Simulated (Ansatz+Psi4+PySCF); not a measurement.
**doublet CH4(-): levels of theory in one basis**

```yaml
atoms:
  - { symbol: C, position_ang: [0.0000, 0.0000, 0.0000] }
  - { symbol: H, position_ang: [-0.1633, -0.3984, 1.0010] }
  - { symbol: H, position_ang: [1.0677, 0.0091, -0.2175] }
  - { symbol: H, position_ang: [-0.3905, 1.0158, -0.0549] }
  - { symbol: H, position_ang: [-0.5138, -0.6265, -0.7286] }
```

Basis set: aug-cc-pVTZ (spherical functions). Correlated methods keep 1 orbital frozen. Correlation on ROHF uses semicanonical orbitals with singles. Charge -1, multiplicity 2.

Computed with Ansatz (development build ahead of 0.2.0) and Psi4 1.11; each method stands on the lowest determinant of its kind that the runs found.

```tsv
method	E − E(ROHF) (eV)	<S²> of the determinant
ROHF	0.00	0.75
UHF	0.00	0.75
ROHF-MP2	-5.59	–
UHF-MP2	-5.59	0.75
```
